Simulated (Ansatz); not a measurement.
Ideal-gas functions of `N/C(O)=C\F` at 500 K and 1 bar, from an Ansatz frequency run at PBE0-D4/def2-TZVP.

Molar mass 77.06 g/mol, point group C1 (symmetry number 1), electronic degeneracy 1, moments of inertia 50.1, 129.384, 177.481 u Å². Harmonic wavenumbers (cm⁻¹, unscaled): 239, 270, 338, 420, 497, 551, 617, 731, 798, 944, 1113, 1183, 1250, 1325, 1406, 1638, 1820, 3271, 3537, 3643, 3804.

Use S(trans) = R[1.5 ln M + 2.5 ln T − 1.1517]; rotational temperatures θ = 24.2544 K / I; S(rot) = R[ln(√π/σ · √(T³/θAθBθC)) + 1.5]; for each mode x = 1.438777 ν̃/T, S = R[x/(eˣ − 1) − ln(1 − e⁻ˣ)] and H = RT x/(eˣ − 1); 1 cm⁻¹ = 0.0119627 kJ/mol; R = 8.31446 J/(mol·K).

**Question.** By hand: the entropy, in J/(mol·K).

**Answer.** Translation 173.8. Rotation: θ = 0.4841, 0.1875, 0.1367 K, giving 113.0. Vibration, mode by mode: 11.59, 10.62, 8.87, 7.23, 6.01, 5.30, 4.55, 3.51, 3.02, 2.17, 1.47, 1.25, 1.07, 0.90, 0.75, 0.43, 0.28, 0.01, 0.00, 0.00, 0.00, in all 69.0. Electronic 0.0. Sum 355.8 J/(mol·K).

**Question.** By hand: H − E and G − E in kJ/mol, counted from the electronic energy.

**Answer.** Zero-point energy ½ × 29395 × 0.0119627 = 175.8; thermal vibration 20.8; translation, rotation and pV give 4 RT = 16.6. H − E = 213.2 kJ/mol, and G − E = 213.2 − 500 × 355.8/1000 = 35.3 kJ/mol.

Vibration gives 19 % of the entropy. The sum counts one conformer and one mirror image; others add a mixing term.
